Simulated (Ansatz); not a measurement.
Correlation energies of `CC(C)(C)F` by basis set

```xyz
14

C    -0.195    0.175   -1.429
C    -0.323    0.085    0.077
C    -0.111   -1.326    0.583
C     0.568    1.083    0.785
F    -1.649    0.432    0.392
H    -0.894   -0.512   -1.911
H    -0.414    1.189   -1.768
H     0.818   -0.085   -1.744
H    -0.810   -2.012    0.099
H    -0.271   -1.371    1.661
H     0.906   -1.661    0.369
H     1.620    0.870    0.581
H     0.408    1.036    1.863
H     0.348    2.096    0.444
```

Total charge 0; spin multiplicity 1. All single points use the PBE0-D4/def2-TZVP geometry. Frozen core, restricted reference, Ansatz. CBS rows extrapolate triple and quadruple zeta; past MP2 they add the triple-zeta difference.

```tsv
basis	HF (Eh)	MP2 corr.
def2-SVP	-255.96938	-0.76272
def2-TZVPP	-256.26645	-0.95506
def2-QZVPP	-256.27827	-1.02382
```

Problem. Estimate the CCSD correlation energy and the (T) correction in each basis where they were run (hartree).

Solution. 
```tsv
basis	CCSD corr.	(T)
def2-SVP	-0.82153	-0.02129
def2-TZVPP	-1.00203	-0.03595
CBS(def2)	-1.12172	as TZ
```
